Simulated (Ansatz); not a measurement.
**CHOSi (quartet): from Hartree-Fock to the top rungs, def2-QZVPP**

The task here is to estimate one member of a computed series from the others.

Program: Ansatz 0.2.0, Gaussian basis. Level of theory: def2-QZVPP, core rule «outside noble gas», up to 7 orbitals frozen. These are calculated values, not measurements.

Plan: UHF; ROHF; CCSD(T) on UHF.

2 further runs of the same task are left out: 2 set aside as unsound or not needed.

## What is computed

The geometry is a PBE0/def2-TZVP stationary point (not a proven minimum) of the parent state, kept for this charge and spin.

4 atoms, charge 0, spin multiplicity 4.

Atoms are counted from 1 here; the program's logs count them from 0.

Bond lengths: C1–O2 1.127 Å, Si3–H4 1.529 Å.

Set-up of the first run:

The input, in.yaml:

```yaml
crystal:
  periodic: [false, false, false]
  atoms:
    - {symbol: C, position_ang: [0.000000, -0.024020, 2.154831]}
    - {symbol: O, position_ang: [0.000000, 0.064782, 1.031260]}
    - {symbol: Si, position_ang: [0.000000, -0.078311, -1.463067]}
    - {symbol: H, position_ang: [0.000000, 1.439987, -1.279434]}
basis:
  gaussian: {orbitals: "def2-QZVPP.json"}
magnetization: {spin_polarized: true, initial_magnetization: 3}
hamiltonian: {xc: hf}
output: {orbitals: {seedname: orbitals}}
```

Command:

```bash
$ ansatz run in.yaml --threads 1 --pin off --events-out ev --progress --plain --max-ram 2393MiB
```

Among the steps run: UHF; ROHF; CCSD(T) on UHF.

One table of the session follows, with a row left open; its other results are not shown here.

It belongs to the step «Misses and costs». 

```
  method  from UCCSD(T) (meV)
    ROHF                    ?
     UHF             +13318.6
    UMP2              +1060.2
   UCCSD               +614.1
UCCSD(T)                    0
```

Estimate the missing values for ROHF.

The run gave: from UCCSD(T) (meV): +13355.2. In the column «from UCCSD(T) (meV)» it is the highest.
